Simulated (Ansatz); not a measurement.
Ideal-gas functions of C₂H₃Cl₃, SMILES `ClCC(Cl)Cl` at 800 K and 1 bar, from an Ansatz frequency run at PBE0-D4/def2-TZVP.

Molar mass 133.4 g/mol, point group C1 (symmetry number 1), electronic degeneracy 1, moments of inertia 143.454, 345.045, 472.265 u Å². Harmonic wavenumbers (cm⁻¹, unscaled): 109, 179, 255, 336, 389, 687, 760, 803, 944, 1083, 1179, 1227, 1286, 1335, 1462, 3108, 3152, 3178.

Use S(trans) = R[1.5 ln M + 2.5 ln T − 1.1517]; rotational temperatures θ = 24.2544 K / I; S(rot) = R[ln(√π/σ · √(T³/θAθBθC)) + 1.5]; for each mode x = 1.438777 ν̃/T, S = R[x/(eˣ − 1) − ln(1 − e⁻ˣ)] and H = RT x/(eˣ − 1); 1 cm⁻¹ = 0.0119627 kJ/mol; R = 8.31446 J/(mol·K).

Problem. By hand: the entropy, in J/(mol·K).

Solution. Translation 190.4. Rotation: θ = 0.1691, 0.0703, 0.0514 K, giving 131.4. Vibration, mode by mode: 21.88, 17.77, 14.87, 12.63, 11.45, 7.07, 6.33, 5.95, 4.85, 3.97, 3.47, 3.24, 2.98, 2.78, 2.32, 0.21, 0.19, 0.18, in all 122.1. Electronic 0.0. Sum 443.9 J/(mol·K).

Problem. By hand: H − E and G − E in kJ/mol, counted from the electronic energy.

Solution. Zero-point energy ½ × 21472 × 0.0119627 = 128.4; thermal vibration 49.2; translation, rotation and pV give 4 RT = 26.6. H − E = 204.2 kJ/mol, and G − E = 204.2 − 800 × 443.9/1000 = -150.9 kJ/mol.

Vibration gives 28 % of the entropy, 21.9 J/(mol·K) of it from the mode under 150 cm⁻¹: soft modes count most, and the harmonic formula is weakest for them. The sum counts one conformer and one mirror image; others add a mixing term.
